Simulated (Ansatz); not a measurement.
Mg2H2, 4 atoms. Hardware: 4 threads of Arm Neoverse V1 on a shared host.

Correlated methods freeze 2 core orbitals; core or outer-core shells of Mg are correlated, in sets that lack core-valence functions.

**Question.** How many basis functions does each of these Ansatz runs have, and roughly what does it cost? MP2/def2-TZVP, charge 0 singlet, energy, from earlier orbitals; LC-ωPBE (ω = 0.30 bohr⁻¹)/def2-TZVP, charge 0 quintet, energy, from earlier orbitals; HF/STO-3G, charge 0 triplet, energy; PBE0-D4/def2-TZVP, charge 1 doublet at the geometry of the charge 0 singlet, energy; r2SCAN0-D4/def2-TZVP, charge 0 triplet, energy, from earlier orbitals; ωB97X-V/def2-TZVP, charge 0 quintet, energy, from earlier orbitals; BLYP-D4/def2-TZVP, charge 0 singlet, energy, from earlier orbitals; LC-ωPBE (ω = 0.10 bohr⁻¹)/def2-TZVP, charge 0 triplet, energy, from earlier orbitals; PBE-D4/def2-SVP, charge 0 singlet, energy, from earlier orbitals; LC-ωPBE (ω = 0.20 bohr⁻¹)/def2-TZVP, charge 0 triplet, energy, from earlier orbitals; LC-ωPBE (ω = 0.10 bohr⁻¹)/def2-TZVP, charge -1 doublet at the geometry of the charge 0 singlet, energy, from earlier orbitals; PBE-D4/def2-TZVP, charge 0 singlet, relaxation, 5 steps.

**Answer.** Other jobs shared the machine, so times can vary by a factor of up to 3. A dash marks memory too small to be measured apart from the calling script's.

```
                                                                                                                          run  functions  fitting or Cholesky vectors  wall time  peak host memory (GiB)
                                                                                          HF/STO-3G, charge 0 triplet, energy         20                          189      0.1 s                       –
                                                             PBE-D4/def2-SVP, charge 0 singlet, energy, from earlier orbitals         46                          474     0.25 s                       –
                                                               MP2/def2-TZVP, charge 0 singlet, energy, from earlier orbitals         76                          660     0.25 s                       –
                                                           BLYP-D4/def2-TZVP, charge 0 singlet, energy, from earlier orbitals         76                          664      0.4 s                       –
                                          PBE0-D4/def2-TZVP, charge 1 doublet at the geometry of the charge 0 singlet, energy         76                          664      0.7 s                       –
                                         LC-ωPBE (ω = 0.20 bohr⁻¹)/def2-TZVP, charge 0 triplet, energy, from earlier orbitals         76                          664     0.85 s                       –
                                         LC-ωPBE (ω = 0.10 bohr⁻¹)/def2-TZVP, charge 0 triplet, energy, from earlier orbitals         76                          664      1.2 s                       –
                                                        r2SCAN0-D4/def2-TZVP, charge 0 triplet, energy, from earlier orbitals         76                          664      1.6 s                       –
LC-ωPBE (ω = 0.10 bohr⁻¹)/def2-TZVP, charge -1 doublet at the geometry of the charge 0 singlet, energy, from earlier orbitals         76                          664      2.2 s                       –
                                                                      PBE-D4/def2-TZVP, charge 0 singlet, relaxation, 5 steps         76                          664      2.2 s                       –
                                         LC-ωPBE (ω = 0.30 bohr⁻¹)/def2-TZVP, charge 0 quintet, energy, from earlier orbitals         76                          664      2.4 s                       –
                                                           ωB97X-V/def2-TZVP, charge 0 quintet, energy, from earlier orbitals         76                          664        7 s                       –
```
